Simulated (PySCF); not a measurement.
Several orderings of computed values.

Each SMILES stands for a single optimised conformer of the isolated species, non-relativistic unless stated. Electronic properties by PySCF.

Dipoles, sizes and rotational constants follow the conformer. The torsions of the flexible species, by atom-mapped SMILES:
- `[CH3:1][C@H:2]([F:3])[C:4]1=[CH:5][O:6][C:7]([F:8])=[CH:9][O:10]1`: C1–C2–C4–C5 116°
- `[CH2:1]=[CH:2][C:3](=[CH2:4])/[CH:5]=[N:6]\[CH3:7]`: C1–C2–C3–C4 -173°, C2–C3–C5–N6 -123°
- `[F:1][P:2]([F:3])[P:4]([SiH3:5])[GeH3:6]`: F1–P2–P4–Si5 -83°

The conformers of `O=[PH](CC1CCCC1)CC1CCCC1`, `F[C@@H]1CC=C[C@H](F)CC1` and `FC(F)[C@@]12CCC[C@@H]1C2` aren't listed.

(1) Rank by static isotropic polarisability, highest first (wB97X-D/def2-SVPD at PBE0-D3(BJ)/def2-SVP geometries).
A. `C[C@H](F)C1=COC(F)=CO1`
B. `[C@H]1(F)C=CC[C@H](CC1)F`
C. `FC([C@@]12C[C@H]2CCC1)F`
D. `O=[PH](CC1CCCC1)CC1CCCC1`
E. `C=CC(=C)/C=N\C`

(2) Rank by HOMO–LUMO gap, highest first (wB97X-D/def2-SVPD at PBE0-D3(BJ)/def2-SVP geometries).
A. `FC(F)[C@@]12CCC[C@@H]1C2`
B. `C=CC(=C)/C=N\C`
C. `O=[PH](CC1CCCC1)CC1CCCC1`
D. `F[C@@H]1CC=C[C@H](F)CC1`

(3) Give the two extremes of that set in kcal/mol.

(4) Rank by lowest singlet excitation, lowest first (TDDFT wB97X-D/def2-SVPD at PBE0-D3(BJ)/def2-SVP geometries).
A. `FC(F)[C@@]12CCC[C@@H]1C2`
B. `O=[PH](CC1CCCC1)CC1CCCC1`
C. `C[C@H](F)C1=COC(F)=CO1`
D. `C=CC(=C)/C=N\C`
E. `F[C@@H]1CC=C[C@H](F)CC1`

(5) Rank by smallest rotational constant, highest first (PBE0-D3(BJ)/def2-TZVP).
A. `FCF` (CH2F2)
B. `FP(F)[P]([SiH3])[GeH3]` (F2GeH6P2Si)
C. `CC(F)(F)C#N` (C3H3F2N)
D. `CS(=O)(=O)Cl` (CH3ClO2S)

(6) Give the two extremes of that set in cm⁻¹.

(7) Rank by HOMO energy, lowest first (wB97X-D/def2-SVPD at PBE0-D3(BJ)/def2-SVP geometries).
A. `F[C@@H]1CC=C[C@H](F)CC1`
B. `C[C@H](F)C1=COC(F)=CO1`
C. `N(=C/C(C=C)=C)/C`
D. `FC(F)[C@@]12CCC[C@@H]1C2`
E. `C1CCC(C[PH](CC2CCCC2)=O)C1`

(8) Give the two extremes of that set in hartree.

Results:

(1) D (161.9 au), E (84.7 au), B (80.5 au), C (77.7 au), A (75.6 au).

(2) A (12.26 eV), C (11.30 eV), D (11.07 eV), B (9.24 eV).

(3) `C=CC(=C)/C=N\C`: 213 kcal/mol; `FC(F)[C@@]12CCC[C@@H]1C2`: 283 kcal/mol.

(4) C (4.35 eV), D (4.61 eV), E (7.03 eV), B (7.30 eV), A (8.23 eV).

(5) A (9.320 GHz), C (2.852 GHz), D (2.678 GHz), B (0.622 GHz).

(6) `FP(F)[P]([SiH3])[GeH3]`: 0.0208 cm⁻¹; `FCF` (CH2F2): 0.3109 cm⁻¹.

(7) D (-9.98 eV), A (-9.49 eV), E (-9.29 eV), C (-8.81 eV), B (-7.74 eV).

(8) `FC(F)[C@@]12CCC[C@@H]1C2`: -0.367 Eh; `C[C@H](F)C1=COC(F)=CO1`: -0.285 Eh.

Note: wB97X-D ran without an empirical dispersion term, which enters the total energy and its gradient alone.
